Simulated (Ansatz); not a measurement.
in.yaml

```yaml
crystal:
  periodic: [false, false, false]
  atoms:
    - {symbol: Be, position_ang: [0.000000, 0.000000, 0.331975]}
    - {symbol: H, position_ang: [0.000000, 0.790877, -2.982813]}
    - {symbol: H, position_ang: [0.000000, 0.000000, 2.997376]}
    - {symbol: H, position_ang: [0.000000, -0.790877, -2.982813]}
basis:
  gaussian: {orbitals: cc-pVTZ}
total_charge: 1
magnetization: {spin_polarized: false}
correlation: {method: ccsd_t, electrons: outside_noble_gas}
output: {forces: true}
```

```sh
$ ansatz run in.yaml --threads 1 --pin off --events-out ev --progress --plain --max-ram 2393MiB
```

Log:

```
385 factors; integrals over basis functions are off by at most 1.3e-3 eV
mean field evaluation 1: about -426.8457 eV, gradient 6.8e0 eV
mean field evaluation 2: about -426.8410 eV, gradient 6.8e0 eV
mean field evaluation 4: about -427.5563 eV, gradient 8.9e-1 eV
mean field evaluation 8: about -427.5657 eV, gradient 9.4e-4 eV
mean field evaluation 16: about -427.5657 eV, gradient 5.6e-6 eV
mean field -427.56567914 eV, -15.7127488939 hartree, gradient 5.6e-6 eV, S^2 0.000000; 0 other end points of the search recorded, 0 dependent functions left out; unrestricted orbitals would lower it
mean field evaluation 32: about -429.4368 eV, gradient 2.2e0 eV
mean field evaluation 64: about -428.0378 eV, gradient 2.9e0 eV
mean field evaluation 96: about -430.0567 eV, gradient 2.8e-1 eV
mean field evaluation 128: about -430.0573 eV, gradient 4.4e-3 eV
unrestricted determinant -430.05726928 eV, -15.8043131426 hartree, S^2 1.5645
1 core orbitals not correlated: weight in the atoms' cores, before any rotation towards them, 1.000 or more for the frozen orbitals, at most 0.000 for the correlated occupied ones
reference -427.56567914 eV, -15.7127488939 hartree; 2, 2 occupied and 69, 69 virtual orbitals, 385 factors
second order -2.36765093 eV of doubles, -0.00000000 eV of singles
cycle   1  -2.88864880 eV  change   -6.3e-1 eV  update   1.4e-1
cycle   2  -3.81943946 eV  change   -9.3e-1 eV  update   9.2e-2
cycle   3  -3.85872683 eV  change   -3.9e-2 eV  update   2.7e-2
cycle   4  -3.86905602 eV  change   -1.0e-2 eV  update   1.5e-2
cycle   5  -3.89405806 eV  change   -2.5e-2 eV  update   6.8e-3
cycle   6  -3.89944874 eV  change   -5.4e-3 eV  update   3.6e-3
cycle   7  -3.89172541 eV  change    7.7e-3 eV  update   1.9e-3
cycle   8  -3.89266334 eV  change   -9.4e-4 eV  update   8.9e-4
cycle   9  -3.89420630 eV  change   -1.5e-3 eV  update   2.6e-4
cycle  10  -3.89349614 eV  change    7.1e-4 eV  update   1.2e-4
cycle  11  -3.89368619 eV  change   -1.9e-4 eV  update   4.8e-5
cycle  12  -3.89367110 eV  change    1.5e-5 eV  update   1.7e-5
cycle  13  -3.89369540 eV  change   -2.4e-5 eV  update   6.6e-6
cycle  14  -3.89369403 eV  change    1.4e-6 eV  update   1.9e-6
perturbative correction -0.02707214 eV, -0.0009948829 hartree
WARN: these amplitudes may be one of several solutions (largest doubles amplitude 0.44, level shift 0.62 eV)
the calculation of the forces begins
Total energy: -431.48644531 eV, -15.8568343931 hartree
Atom 0 at     0.000000     0.000000     0.331975 Å, force     0.000000    -0.000000     0.827995 eV/Å
Atom 1 at     0.000000     0.790877    -2.982813 Å, force    -0.000000    -3.195453     0.110867 eV/Å
Atom 2 at     0.000000     0.000000     2.997376 Å, force    -0.000000     0.000000    -1.049728 eV/Å
Atom 3 at     0.000000    -0.790877    -2.982813 Å, force     0.000000     3.195453     0.110867 eV/Å
Dipole moment:    -0.000000     0.000000     0.484692 e Å
```

Forces (eV/Å):
```
Be   0.000  0.000  0.828
H    0.000 -3.195  0.111
H    0.000  0.000 -1.050
H    0.000  3.195  0.111
```

The T1 diagnostic is 0.062.

For the same geometry and basis full CI lies 1.1 meV lower. By full CI's occupations no single determinant describes the state well. The program flagged this run's energy as in doubt. RHF is unstable: UHF (⟨S²⟩ = 1.56) lies 2.49 eV below the lowest RHF solution. Higher spins weren't run at this geometry and may lie near or lower.

Ran on 1 thread of Arm Neoverse V1, shared host: 2.6 s wall, 0.19 GiB peak host memory.
